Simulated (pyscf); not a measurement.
## Insertion: Cl–Si:–Cl [singlet] + NH₃ -> H₂N–SiH(Cl)–Cl

Gas phase, singlet surface, charge 0. Bonds broken: N4–H5. Bonds formed: Si2–N4, Si2–H5. PySCF, gas phase, ωB97X-D3(BJ)/def2-SVP geometries. MP2 and CC: frozen core, UHF for open shells. ΔMP2 is the change of the MP2 total energy from the triple- to the quadruple-zeta basis.

Transition state (Å):

```xyz
7

Cl    -0.4804     2.0691    -0.7467
Si     0.5690     0.3730    -0.1563
Cl     1.4129     0.8202     1.6933
N     -0.8625    -0.7791     0.1421
H      0.0753    -0.9638    -0.9106
H     -0.7148    -1.5559     0.7883
H     -1.8459    -0.4963     0.1022
```

One imaginary mode, 1615i cm⁻¹; descent along it reached the two sides named, in the forms told below.

```
bond    change  reactant side (Å)  saddle  product side
------  ------  -----------------  ------  ------------
N4–H5   breaks              1.023   1.422           2.6
Si2–N4   forms              2.063   1.862         1.704
Si2–H5   forms                2.6   1.612         1.476
```

Electronic energies relative to the separated reactants (kcal/mol):

| level | barrier | reaction energy | reverse barrier |
|---|---|---|---|
| ωB97X-D3(BJ)/def2-TZVP | 21.8 | -54.3 | 76.0 |
| PBE/def2-TZVP | 16.6 | -44.7 | 61.4 |
| r²SCAN/def2-TZVP | 15.0 | -53.1 | 68.1 |
| B3LYP-D3(BJ)/def2-TZVP | 22.0 | -48.2 | 70.1 |
| PBE0-D3(BJ)/def2-TZVP | 17.8 | -51.5 | 69.3 |
| M06-2X/def2-TZVP | 22.6 | -50.9 | 73.5 |
| ωB97M-D3(BJ)/def2-TZVP | 24.3 | -48.7 | 73.0 |
| HF/def2-TZVP | 40.2 | -52.5 | 92.7 |
| MP2/def2-QZVPP | 19.9 | -54.4 | 74.3 |
| CCSD/def2-TZVPP | 27.4 | -50.1 | 77.4 |
| CCSD(T)/def2-TZVPP | 24.2 | -49.6 | 73.8 |
| CCSD(T)/def2-TZVPP + ΔMP2(QZVPP) | 23.4 | -50.2 | 73.6 |

With CCSD(T)/def2-TZVPP + ΔMP2(QZVPP) energies and thermal terms (ideal gas, 1 atm, RRHO with modes under 100 cm⁻¹ raised to 100, one conformer, R ln 2 for rigid chiral ones), in kcal/mol:

```json
[
 {"T (K)": "298", "ΔH‡": "21.1", "ΔG‡": "31.6", "ΔH": "-50.5", "ΔG": "-40.1"},
 {"T (K)": "600", "ΔH‡": "21.6", "ΔG‡": "42.1", "ΔH": "-49.6", "ΔG": "-29.9"},
 {"T (K)": "900", "ΔH‡": "22.5", "ΔG‡": "52.2", "ΔH": "-48.3", "ΔG": "-20.4"},
 {"T (K)": "1200", "ΔH‡": "23.4", "ΔG‡": "62.0", "ΔH": "-47.0", "ΔG": "-11.3"}
]
```

On the reactant side the descent ends in an adduct with a N–Si contact, 26.0 kcal/mol under the separated species and 47.8 kcal/mol under the saddle at ωB97X-D3(BJ)/def2-TZVP. What is counted as formed (N–Si) is already present as a longer contact in the reactant adduct; forming that adduct is a step of its own. This is the saddle that the search found; another between the same sides may lie lower. The CCSD(T) − MP2 part came from Ansatz, without density fitting, on the same reference.
